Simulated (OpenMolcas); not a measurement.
# SiH3Cl (SMILES [SiH3]Cl): levels of theory compared

We compute a comparison of 6 runs (HF/aug-cc-pVDZ, B3LYP/aug-cc-pVDZ, BHLYP/aug-cc-pVDZ, PBE0/aug-cc-pVDZ, SVWN5/aug-cc-pVDZ, r2SCAN/aug-cc-pVDZ) of SiH3Cl. 

The results are computed with OpenMolcas 26.06.

1 further run of the same task is left out (set aside as unsound or not needed).

### Step 1. The structure to begin with

The species is SiH3Cl (5 atoms), meant as a singlet with charge 0. As SMILES, `[SiH3]Cl`. The Si1–H5 distance was set to 3.258 Å, away from the relaxed value. At this shape a bond of the SMILES string is far longer than usual.

Bond lengths: Si1–Cl2 2.054 Å, Si1–H3 1.481 Å, Si1–H4 1.481 Å. Angles: Cl2–Si1–H3 108.5°, Cl2–Si1–H4 108.5°, H3–Si1–H4 110.4°.

### Step 2. The energy at HF/aug-cc-pVDZ (run 1)

Contents of mol.input:

```
&GATEWAY
 BasLib=$CurrDir
 Coord
 5
 angstrom
 Si      -0.017442      -1.753530       0.057658
 Cl       1.932858      -2.285630       0.418458
 H       -0.856342      -2.260430       1.167658
 H       -0.440142      -2.357830      -1.226342
 H       -0.190800       1.495400      -0.104700
 Basis=aug-cc-pVDZ
 Group=NoSym

&SEWARD

&SCF
 Thresholds=1e-10 1e-07 1e-07 1e-05
 PrOrbitals=1 2
```

The basis set aug-cc-pVDZ is read from a file made from the Basis Set Exchange's data (not shown).

Launch:

```console
$ export MOLCAS_MEM=1860
$ pymolcas mol.input > mol.log
```

Standard output:

```text
--- Start Module: gateway ---
[...]
--- Stop Module: gateway /rc=_RC_ALL_IS_WELL_ ---
--- Start Module: seward ---
[...]
      Basis functions           81
--- Stop Module: seward /rc=_RC_ALL_IS_WELL_ ---
[...]
--- Start Module: scf ---
[...]
       Convergence after  14 Iterations
[...]
::    Total SCF energy                               -750.0298339377
[...]
      Total spin, S                                     0.0000000000
[...]
      Total electronic charge=   34.000000
      Total            charge=   -0.000000
[...]
      Dipole Moment (debye):
      Origin of the operator (angstrom)=    0.9944   -2.0029    0.2438
                   X= -7.8848E-01               Y= -3.4250E+00               Z=  2.1283E-03           Total=  3.5146E+00
      Quadrupole Moment (debye*angstrom):
[...]
--- Stop Module: scf /rc=_RC_ALL_IS_WELL_ ---
[...]
```

Wall time 5.1 s (1 thread of Arm Neoverse V1, shared host); peak memory 0.45 GiB.

### Step 3. A single-point energy at B3LYP/aug-cc-pVDZ (run 2)

Contents of mol.input:

```
&GATEWAY
 BASLIB=$CurrDir
 COORD
 5
 angstrom
 Si      -0.017442      -1.753530       0.057658
 Cl       1.932858      -2.285630       0.418458
 H       -0.856342      -2.260430       1.167658
 H       -0.440142      -2.357830      -1.226342
 H       -0.190800       1.495400      -0.104700
 BASIS=aug-cc-pVDZ
 GROUP=NoSym

&SEWARD
 GRIDINPUT
 Grid=UltraFine
 End of Grid

&SCF
 KSDFT=B3LYP
 THRESHOLDS=1e-10 1e-07 1e-07 1e-05
 PRORBITALS=1 2
```

The basis set aug-cc-pVDZ is read from a file made from the Basis Set Exchange's data (not shown).

Launch:

```console
$ export MOLCAS_MEM=1860
$ pymolcas mol.input > mol.log
```

Standard output:

```text
--- Start Module: gateway ---
[...]
--- Stop Module: gateway /rc=_RC_ALL_IS_WELL_ ---
--- Start Module: seward ---
[...]
      Basis functions           81
--- Stop Module: seward /rc=_RC_ALL_IS_WELL_ ---
[...]
--- Start Module: scf ---
[...]
       Convergence after  17 Iterations
[...]
::    Total KS-DFT energy                            -751.4122370518
[...]
      Total spin, S                                     0.0000000000
[...]
      Total electronic charge=   34.000000
      Total            charge=   -0.000000
[...]
      Dipole Moment (debye):
      Origin of the operator (angstrom)=    0.9944   -2.0029    0.2438
                   X= -7.1838E-01               Y= -2.3421E+00               Z= -2.9742E-02           Total=  2.4500E+00
      Quadrupole Moment (debye*angstrom):
[...]
--- Stop Module: scf /rc=_RC_ALL_IS_WELL_ ---
[...]
```

It took 23 s on 1 thread of Arm Neoverse V1, shared host; peak memory 0.45 GiB.

### Step 4. The energy at BHLYP/aug-cc-pVDZ (run 3)

Contents of calc.inp:

```
* ClH3Si Kohn-Sham DFT

&gateway
 baslib=$CurrDir
 coord
 5
 angstrom
 Si      -0.017442      -1.753530       0.057658
 Cl       1.932858      -2.285630       0.418458
 H       -0.856342      -2.260430       1.167658
 H       -0.440142      -2.357830      -1.226342
 H       -0.190800       1.495400      -0.104700
 basis=aug-cc-pVDZ
 group=NoSym

&seward
 gridinput
 Grid=UltraFine
 End of Grid

&scf
 ksdft=HYB_GGA_XC_BHANDHLYP
 thresholds=1e-10 1e-07 1e-07 1e-05
 prorbitals=1 2
```

The basis set aug-cc-pVDZ is read from a file made from the Basis Set Exchange's data (not shown).

Launch:

```console
$ export MOLCAS_MEM=1860
$ pymolcas calc.inp > calc.log
```

Standard output:

```text
--- Start Module: gateway ---
[...]
--- Stop Module: gateway /rc=_RC_ALL_IS_WELL_ ---
--- Start Module: seward ---
[...]
      Basis functions           81
--- Stop Module: seward /rc=_RC_ALL_IS_WELL_ ---
[...]
--- Start Module: scf ---
[...]
       Convergence after  13 Iterations
[...]
::    Total KS-DFT energy                            -751.3561363063
[...]
      Total spin, S                                     0.0000000000
[...]
      Total electronic charge=   34.000000
      Total            charge=   -0.000000
[...]
      Dipole Moment (debye):
      Origin of the operator (angstrom)=    0.9944   -2.0029    0.2438
                   X= -8.0071E-01               Y= -2.5893E+00               Z= -3.3999E-02           Total=  2.7105E+00
      Quadrupole Moment (debye*angstrom):
[...]
--- Stop Module: scf /rc=_RC_ALL_IS_WELL_ ---
[...]
```

It took 18 s on 1 thread of Arm Neoverse V1, shared host; peak memory 0.45 GiB.

Runs 4 to 5 aren't shown in full; the table further down has their settings and results.

### Step 5. The energy at r2SCAN/aug-cc-pVDZ (run 6)

Contents of coord.xyz:

```xyz
5

Si    -0.017442    -1.753530     0.057658
Cl     1.932858    -2.285630     0.418458
H     -0.856342    -2.260430     1.167658
H     -0.440142    -2.357830    -1.226342
H     -0.190800     1.495400    -0.104700
```

Contents of calc.input:

```
&GATEWAY
BasLib
$CurrDir
Coord
coord.xyz
Basis
aug-cc-pVDZ
Group
NoSym
&SEWARD
GridInput
Grid=UltraFine
End of Grid
&SCF
KSDFT
2
1.0 MGGA_X_R2SCAN
1.0 MGGA_C_R2SCAN
Thresholds
1e-10 1e-07 1e-07 1e-05
PrOrbitals
1 2
```

The basis set aug-cc-pVDZ is read from a file made from the Basis Set Exchange's data (not shown).

Launch:

```console
$ export MOLCAS_MEM=1860
$ pymolcas calc.input > calc.log
```

Standard output:

```text
--- Start Module: gateway ---
[...]
--- Stop Module: gateway /rc=_RC_ALL_IS_WELL_ ---
--- Start Module: seward ---
[...]
      Basis functions           81
--- Stop Module: seward /rc=_RC_ALL_IS_WELL_ ---
[...]
--- Start Module: scf ---
[...]
       Convergence after  17 Iterations
[...]
::    Total KS-DFT energy                            -751.3140368420
[...]
      Total spin, S                                     0.0000000000
[...]
      Total electronic charge=   34.000000
      Total            charge=   -0.000000
[...]
      Dipole Moment (debye):
      Origin of the operator (angstrom)=    0.9944   -2.0029    0.2438
                   X= -6.7850E-01               Y= -2.2558E+00               Z= -2.6321E-02           Total=  2.3557E+00
      Quadrupole Moment (debye*angstrom):
[...]
--- Stop Module: scf /rc=_RC_ALL_IS_WELL_ ---
[...]
```

Wall time 33 s (1 thread of Arm Neoverse V1, shared host); peak memory 0.45 GiB.

### Step 6. All runs side by side

```csv
run,level,integration grid,energy (Eh),dipole moment (D),HOMO energy (eV),LUMO energy (eV),wall time
1,HF/aug-cc-pVDZ,–,-750.029834,3.51,-8.29,-1.32,5.1 s
2,B3LYP/aug-cc-pVDZ,UltraFine,-751.412237,2.45,-6.62,-4.26,23 s
3,BHLYP/aug-cc-pVDZ,UltraFine,-751.356136,2.71,-7.40,-3.36,18 s
4,PBE0/aug-cc-pVDZ,UltraFine,-751.091334,2.39,-6.73,-4.06,20 s
5,SVWN5/aug-cc-pVDZ,UltraFine,-748.703697,2.01,-6.00,-4.70,20 s
6,r2SCAN/aug-cc-pVDZ,UltraFine,-751.314037,2.36,-6.13,-4.66,33 s
```

### Step 7. What came out

```
            quantity          value
 run 6: total energy  -751.31404 Eh
run 6: dipole moment         2.36 D
  run 6: HOMO energy       -6.13 eV
  run 6: LUMO energy       -4.66 eV
run 6: HOMO–LUMO gap        1.47 eV
```

In words: The dipole moment (its size) runs from 2.01 D (SVWN5/aug-cc-pVDZ) to 3.51 D (HF/aug-cc-pVDZ). The HOMO–LUMO gap runs from 1.31 eV (SVWN5/aug-cc-pVDZ) to 6.97 eV (HF/aug-cc-pVDZ). Exact exchange widens orbital gaps. Totals of different functionals can't be ranked against each other. In runs 1, 2, 3, 4, 5, 6 a closed-shell determinant meets a far-stretched bond, which it describes badly. All runs together took 2 min, the longest 33 s.
